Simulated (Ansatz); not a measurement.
# CHAlN (doublet): wave-function methods side by side, def2-QZVPP

One table from this session's results is given with a row withheld; the runs are named, their logs left out.

The runs use Ansatz 0.2.0, Gaussian basis; def2-QZVPP, core rule «outside noble gas», up to 7 orbitals frozen.

The runs, in order: UHF; ROHF; CCSD(T) on UHF.

### The geometry

The geometry is a PBE0/def2-TZVP stationary point (not a proven minimum) of the parent state, kept for this charge and spin.

4 atoms, charge 0, spin multiplicity 2.

Atoms are counted from 1 here; the program's logs count them from 0.

Bond lengths: Al1–N2 1.818 Å, Al1–H4 1.595 Å, N2–C3 1.194 Å. Angles: N2–Al1–H4 111.0°, Al1–N2–C3 170.0°.

The first run:

Input file in.yaml:

```yaml
crystal:
  periodic: [false, false, false]
  atoms:
    - {symbol: Al, position_ang: [0.000000, -0.111786, 1.121424]}
    - {symbol: N, position_ang: [0.000000, 0.097969, -0.684708]}
    - {symbol: C, position_ang: [0.000000, 0.027668, -1.876852]}
    - {symbol: H, position_ang: [0.000000, 1.301302, 1.860276]}
basis:
  gaussian: {orbitals: "def2-QZVPP.json"}
magnetization: {spin_polarized: true, initial_magnetization: 1}
hamiltonian: {xc: hf}
output: {orbitals: {seedname: orbitals}}
```

Started as:

```console
$ ansatz run in.yaml --threads 1 --pin off --events-out ev --progress --plain --max-ram 2393MiB
```

Steps of the session up to this table: UHF; ROHF; CCSD(T) on UHF.

One table of the session follows, with a row left open; its other results are not shown here.

```
  method  from UCCSD(T) (kcal/mol)
    ROHF                         ?
     UHF                   +271.45
    UMP2                    +20.76
   UCCSD                    +13.77
UCCSD(T)                         0
```

Estimate the missing values for ROHF.

The run gave: from UCCSD(T) (kcal/mol): +272.19. In the column «from UCCSD(T) (kcal/mol)» it is the highest.
